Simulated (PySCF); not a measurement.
Gas-phase reaction: BCl + 2 H → BH2Cl

Computed with PySCF (xtb for GFN2) and rigid-rotor harmonic-oscillator thermochemistry at 1 bar. † marks an energy on the PBE0/def2-TZVP geometry and frequencies; other levels use their own. CCSD(T) freezes the core. Open shells (unrestricted): H (multiplicity 2); the rest are closed-shell singlets. GFN2 has no spin-polarisation term. B3LYP is the form with VWN-RPA correlation. BH2Cl: computed as isolated molecules; such fragments, hydroxides, amides, oligomers or adducts are transient or little studied in the gas. CCSD(T) isn't extrapolated to the basis-set limit; its ΔH°(298 K) is -668.3 kJ in def2-SVP and -685.1 kJ in def2-TZVPP. The harmonic model lacks anharmonicity and excited electronic states, which grow with temperature; levels with a mode under 35 cm⁻¹ are left out.

| level | ΔE electronic, kJ | ΔH°(298 K), kJ | ΔS°(298 K), J/K | ΔG°(2500 K), kJ |
|---|---|---|---|---|
| B3LYP/def2-TZVP† | -749 | -710 | -208 | -131 |
| BLYP/def2-TZVP† | -731 | -691 | -208 | -112 |
| CCSD(T)/def2-SVP† | -708 | -668 | -208 | -89 |
| GFN2-xTB | -883 | -847 | -207 | -278 |
| PBE0/def2-TZVP | -739 | -699 | -208 | -120 |
| ωB97M-V/def2-TZVP† | -736 | -696 | -208 | -117 |
| ωB97X-V/def2-TZVP† | -747 | -707 | -208 | -128 |
ΔH° is lowest at GFN2-xTB and highest at CCSD(T)/def2-SVP†. No reference value is set beside these.
